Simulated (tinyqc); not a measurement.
Worked calculation: UHF in the sto-3g basis, for LiH, spin multiplicity 3. One step of it, computed by the program tinyqc.

Problem. Iteration 4: building the Fock matrix. J_ij = sum D_kl (ij|kl) with D = D(alpha) + D(beta), K_ij = sum D_kl (ik|jl) for each spin; F = H + J - K(s); E = tr D H + tr D J / 2 - 0.5 sum_s tr D(s) K(s) + E_nn.

D(alpha) after iteration 3, lower triangle:
```
            1Li 1s     1Li 2s   1Li 2px   1Li 2py   1Li 2pz     2H 1s
1Li 1s    1.061444
1Li 2s   -0.256136   1.068017
1Li 2px   0.000000   0.000000  0.000000
1Li 2py   0.000000   0.000000  0.000000  0.000000
1Li 2pz   0.032353  -0.117506  0.000000  0.000000  0.068320
2H 1s     0.021230  -0.115230  0.000000  0.000000  0.196731  0.863963
```

D(beta) after iteration 3, lower triangle:
```
            1Li 1s     1Li 2s   1Li 2px   1Li 2py    1Li 2pz     2H 1s
1Li 1s    0.983880
1Li 2s    0.031305   0.001087
1Li 2px   0.000000   0.000000  0.000000
1Li 2py   0.000000   0.000000  0.000000  0.000000
1Li 2pz   0.002473   0.000082  0.000000  0.000000   0.000006
2H 1s    -0.003811  -0.000133  0.000000  0.000000  -0.000010  0.000016
```

core Hamiltonian H = T + V (hartree), lower triangle:
```
            1Li 1s     1Li 2s    1Li 2px    1Li 2py    1Li 2pz      2H 1s
1Li 1s   -4.603181
1Li 2s   -1.032105  -1.299194
1Li 2px   0.000000   0.000000  -1.056977
1Li 2py   0.000000   0.000000   0.000000  -1.056977
1Li 2pz  -0.005719  -0.065206   0.000000   0.000000  -1.101681
2H 1s    -0.021854  -0.230274   0.000000   0.000000  -0.339037  -1.057838
```

Two-electron integrals (ij|kl) in chemists' order, unique and non-zero (hartree):
```
(11|11) 1.680395   (21|11) 0.265420   (21|21) 0.049941   (22|11) 0.397727
(22|21) 0.092860   (22|22) 0.290562   (31|31) 0.008981   (32|31) 0.013788
(32|32) 0.064184   (33|11) 0.396640   (33|21) 0.092880   (33|22) 0.290497
(33|33) 0.312946   (41|41) 0.008981   (42|41) 0.013788   (42|42) 0.064184
(43|43) 0.016869   (44|11) 0.396640   (44|21) 0.092880   (44|22) 0.290497
(44|33) 0.279207   (44|44) 0.312946   (51|51) 0.008981   (52|51) 0.013788
(52|52) 0.064184   (53|53) 0.016869   (54|54) 0.016869   (55|11) 0.396640
(55|21) 0.092880   (55|22) 0.290497   (55|33) 0.279207   (55|44) 0.279207
(55|55) 0.312946   (61|11) 0.004896   (61|21) 0.000948   (61|22) 0.001872
(61|33) 0.001842   (61|44) 0.001842   (61|51) 0.000148   (61|52) 0.000298
(61|55) 0.001934   (61|61) 0.000021   (62|11) 0.041805   (62|21) 0.010024
(62|22) 0.037777   (62|33) 0.035494   (62|44) 0.035494   (62|51) 0.001414
(62|52) 0.011980   (62|55) 0.042301   (62|61) 0.000245   (62|62) 0.012237
(63|31) 0.000398   (63|32) 0.002591   (63|53) 0.001340   (63|63) 0.000462
(64|41) 0.000398   (64|42) 0.002591   (64|54) 0.001340   (64|64) 0.000462
(65|11) 0.061663   (65|21) 0.014824   (65|22) 0.056649   (65|33) 0.052907
(65|44) 0.052907   (65|51) 0.002177   (65|52) 0.018672   (65|55) 0.064071
(65|61) 0.000367   (65|62) 0.019218   (65|65) 0.030246   (66|11) 0.197084
(66|21) 0.047522   (66|22) 0.193117   (66|33) 0.179303   (66|44) 0.179303
(66|51) 0.005715   (66|52) 0.063010   (66|55) 0.220436   (66|61) 0.001144
(66|62) 0.086253   (66|65) 0.137441   (66|66) 0.774606
```

nuclear repulsion = 0.59125945 hartree

Give: Coulomb J; exchange K(alpha); exchange K(beta); F(alpha); F(beta); total energy of this density.

Solution.

Coulomb J (hartree), lower triangle:
```
         1Li 1s  1Li 2s  1Li 2px  1Li 2py  1Li 2pz   2H 1s
1Li 1s   3.9550
1Li 2s   0.6706  1.2827
1Li 2px  0.0000  0.0000   1.2667
1Li 2py  0.0000  0.0000   0.0000   1.2667
1Li 2pz  0.0029  0.0449   0.0000   0.0000   1.3074
2H 1s    0.0127  0.2008   0.0000   0.0000   0.3064  1.2923
```

exchange K(alpha) (hartree), lower triangle:
```
         1Li 1s   1Li 2s  1Li 2px  1Li 2py  1Li 2pz   2H 1s
1Li 1s   1.7017
1Li 2s   0.2673   0.3272
1Li 2px  0.0000   0.0000   0.0725
1Li 2py  0.0000   0.0000   0.0000   0.0725
1Li 2pz  0.0013  -0.0172   0.0000   0.0000   0.1395
2H 1s    0.0061   0.1001   0.0000   0.0000   0.1686  0.7140
```

exchange K(beta) (hartree), lower triangle:
```
         1Li 1s  1Li 2s  1Li 2px  1Li 2py  1Li 2pz   2H 1s
1Li 1s   1.6699
1Li 2s   0.2751  0.0552
1Li 2px  0.0000  0.0000   0.0098
1Li 2py  0.0000  0.0000   0.0000   0.0098
1Li 2pz  0.0008  0.0002   0.0000   0.0000   0.0097
2H 1s    0.0056  0.0012   0.0000   0.0000   0.0002  0.0000
```

F(alpha) (hartree), lower triangle:
```
          1Li 1s   1Li 2s  1Li 2px  1Li 2py  1Li 2pz    2H 1s
1Li 1s   -2.3499
1Li 2s   -0.6287  -0.3437
1Li 2px   0.0000   0.0000   0.1372
1Li 2py   0.0000   0.0000   0.0000   0.1372
1Li 2pz  -0.0041  -0.0031   0.0000   0.0000   0.0662
2H 1s    -0.0152  -0.1295   0.0000   0.0000  -0.2012  -0.4795
```

F(beta) (hartree), lower triangle:
```
          1Li 1s   1Li 2s  1Li 2px  1Li 2py  1Li 2pz   2H 1s
1Li 1s   -2.3181
1Li 2s   -0.6366  -0.0717
1Li 2px   0.0000   0.0000   0.2000
1Li 2py   0.0000   0.0000   0.0000   0.2000
1Li 2pz  -0.0036  -0.0205   0.0000   0.0000   0.1960
2H 1s    -0.0147  -0.0306   0.0000   0.0000  -0.0328  0.2344
```

total energy of this density = -7.765911 hartree

This density is a damped mixture and is not idempotent.
